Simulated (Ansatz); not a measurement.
Basis-set extrapolation for `CCCC(C)CC` (PBE0-D4/def2-TZVP geometry, frozen core, Ansatz). Multiplicity 1, RHF reference.

```csv
,def2-TZVPP,def2-QZVPP
HF,-274.499678,-274.512761
MP2 correlation,-1.244464,-1.320782
CCSD(T) correlation,-1.376943,not run
```

Energies in hartree. Use E(X) = E(∞) + A·exp(−7.88·√X) for Hartree–Fock and E(X) = E(∞) + B·X^(−2.97) for correlation, with X = 3 and 4, and add CCSD(T) minus MP2 of the smaller set to the MP2 limit.

Problem. What is the CCSD(T) energy at the basis-set limit?

Solution. HF limit: -274.512761 + (-0.013083) × 0.13774 = -274.51456. MP2 limit: -1.320782 + (-0.076318) × 0.74074 = -1.37731. Higher-order term: -1.376943 − (-1.244464) = -0.13248. Total: -276.02435 hartree, 92.7 kcal/mol below CCSD(T)/def2-TZVPP.
